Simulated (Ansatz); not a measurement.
Ansatz (a program for electronic structure) input (CCSD(T)/cc-pVQZ):

Ansatz 0.2 input:
```yaml
crystal:
  periodic: [false, false, false]
  atoms:
    - {symbol: O, position_ang: [0.01382699, -0.00208751, 0.60715025]}
    - {symbol: C, position_ang: [-0.02150103, 0.16263942, -0.61155375]}
    - {symbol: H, position_ang: [0.01839031, -0.95913641, -1.18787951]}
basis:
  gaussian:
    orbitals: cc-pVQZ
total_charge: -1
magnetization: {spin_polarized: false}
correlation: {method: ccsd_t, frozen_orbitals: {C: 0, H: 0, O: 0}}
```

Output:

```
Functional definition: HF
integrals: 0.29 GiB planned
851 factors; integrals over basis functions are off by at most 6.0e-4 eV
mean field: 0.32 GiB planned
mean field evaluation 1: about -3080.4575 eV, gradient 2.4e1 eV
mean field evaluation 2: about -3080.4581 eV, gradient 2.4e1 eV
mean field evaluation 4: about -3081.9970 eV, gradient 2.9e0 eV
mean field evaluation 8: about -3082.0403 eV, gradient 4.4e-1 eV
mean field evaluation 16: about -3080.4607 eV, gradient 2.4e1 eV
mean field -3082.04282472 eV, -113.2629847250 hartree, gradient 1.4e-6 eV, S^2 0.000000; 0 other end points of the search recorded, 0 dependent functions left out
reference -3082.04282472 eV, -113.2629847250 hartree; 8, 8 occupied and 132, 132 virtual orbitals, 851 factors
second order -13.18445887 eV of doubles, -0.00000000 eV of singles
coupled cluster: 0.63 GiB planned
cycle   1  -12.91183635 eV  change    2.7e-1 eV  update   9.4e-2
cycle   2  -13.26523127 eV  change   -3.5e-1 eV  update   3.3e-2
cycle   3  -13.36481039 eV  change   -1.0e-1 eV  update   1.7e-2
cycle   4  -13.35195006 eV  change    1.3e-2 eV  update   4.8e-3
cycle   5  -13.34995718 eV  change    2.0e-3 eV  update   2.3e-3
cycle   6  -13.35149078 eV  change   -1.5e-3 eV  update   8.5e-4
cycle   7  -13.35120866 eV  change    2.8e-4 eV  update   4.0e-4
cycle   8  -13.35111006 eV  change    9.9e-5 eV  update   1.4e-4
cycle   9  -13.35118042 eV  change   -7.0e-5 eV  update   6.5e-5
cycle  10  -13.35115921 eV  change    2.1e-5 eV  update   2.7e-5
cycle  11  -13.35116636 eV  change   -7.1e-6 eV  update   1.1e-5
perturbative correction -0.57818479 eV, -0.0212478991 hartree
Total energy: -3095.97217587 eV, -113.7748789379 hartree
```
